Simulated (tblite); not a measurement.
Compound: C5H6N (doublet state).
Atom-mapped SMILES: `[CH3:1][n:2]1[cH:3][c:4][cH:5][cH:6]1` (hydrogens: H7, H8, H9 on C1; H10 on C3; H11 on C5; H12 on C6)

A start from a force field or distance geometry was refined with GFN2-xTB geometry optimisation, gas phase in tblite. Values at the start:

```tsv
coordinate	start
C1–N2	1.432 Å
C1–H7	1.098 Å
N2–C3	1.372 Å
N2–C6	1.373 Å
C3–C4	1.365 Å
C3–H10	1.090 Å
C4–C5	1.420 Å
C5–C6	1.383 Å
C5–H11	1.081 Å
C6–H12	1.083 Å
C1–N2–C3	126.1°
C1–N2–C6	124.8°
N2–C3–C4	108.6°
N2–C6–C5	107.7°
C3–N2–C6	109.1°
C3–C4–C5	107.2°
C4–C5–C6	107.3°
```

**Question.** How do these coordinates change at the GFN2-xTB level?

**Answer.** 
| coordinate | GFN2-xTB (Å or °) | change |
| --- | --- | --- |
| C4–C5 | 1.395 | -0.025 |
| C3–H10 | 1.071 | -0.019 |
| N2–C6 | 1.360 | -0.013 |
| C5–H11 | 1.071 | -0.010 |
| C6–H12 | 1.073 | -0.010 |
| C1–H7 | 1.090 | -0.008 |
| C5–C6 | 1.375 | -0.008 |
| C3–C4 | 1.358 | -0.007 |
| C1–N2 | 1.435 | +0.003 |
| N2–C3 | 1.369 | -0.003 |
| C3–C4–C5 | 110.0 | +2.8 |
| C4–C5–C6 | 105.1 | -2.2 |
| N2–C3–C4 | 106.9 | -1.7 |
| N2–C6–C5 | 109.4 | +1.7 |
| C1–N2–C6 | 125.6 | +0.8 |
| C3–N2–C6 | 108.6 | -0.5 |
| C1–N2–C3 | 125.7 | -0.4 |

The energy falls by 6.6 kJ/mol over 15 L-BFGS steps, the largest force on an atom goes from 1.54 to 0.010 eV/Å, and the atoms move by 0.024 Å rms after alignment. The bond that changes most is C4–C5 (ends: carbon bonded to 2 C; carbon bonded to 2 C and H), which shortens by 0.025 Å. Bonds longer at the end by more than 0.005 Å: 0 of 12; shorter: 8. Rotational constants go from 9015, 3752, 2695 to 9217, 3752, 2712 MHz.

Hardware: an Arm Neoverse V2 with one thread, on a shared host. Cost: under 0.1 s wall.

GFN2-xTB frequencies show an imaginary mode (26i cm⁻¹), so the point is no minimum at that level.

All values are computed, not measured.
